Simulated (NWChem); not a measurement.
**Correlation energy of nitric oxide (NO)**

SMILES: [N]=O
```xyz
2

N      0.0000     0.0000     0.6093
O      0.0000     0.0000    -0.5331
```
Charge 0, spin multiplicity 2.

All runs are NWChem calculations. All single points use one geometry, from UPBE0/def2-SVP, a minimum by its harmonic frequencies.

Basis set: cc-pVDZ. Each correlation energy counts from its own Hartree-Fock reference.

The correlated methods keep 2 core orbitals frozen. The unpaired electrons of the parent sit in orbitals of symmetry b2 (C2v labels of the run); other states weren't searched. The stability of the SCF solutions was not checked. Open-shell Hartree-Fock references start from PBE0 orbitals. Coupled-cluster values serve here as a point of comparison, not as the truth.

Question: For the correlation energy, UMP2 gives -316.1 mHa and CCSD on ROHF gives -331.3 mHa. What do CCSD(T) on ROHF, CCSDT on ROHF give?

Answer: CCSD(T) on ROHF: -343.0 mHa; CCSDT on ROHF: -343.1 mHa.
